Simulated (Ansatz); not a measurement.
## Hexagonal BN: electronic dielectric constant ε∞ by level of theory

No measured value is used here.

```
level (code)     value  cell (Å³/atom)
---------------  -----  --------------
LDA (Ansatz)       [?]            8.71
PBEsol (Ansatz)   3.90            9.57
r²SCAN (Ansatz)   3.70            9.32
```

Problem. Fill in the missing entries.

Solution. 
- LDA (Ansatz, a first-principles code), value: 4.21

For crystals that are not cubic the mean over three axes is given.  LDA: LDA has no dispersion term either, though it tends to give short spacings of layers, chains or molecules. PBEsol, r²SCAN: the cell comes from a level without a dispersion term, which matters for the spacing of layers, chains or molecules. Each level is taken at its own relaxed cell. Cutoffs differ between the levels. Ansatz's density-functional and Hartree–Fock values are scalar-relativistic unless marked +SOC, with PAW data made under PBE.
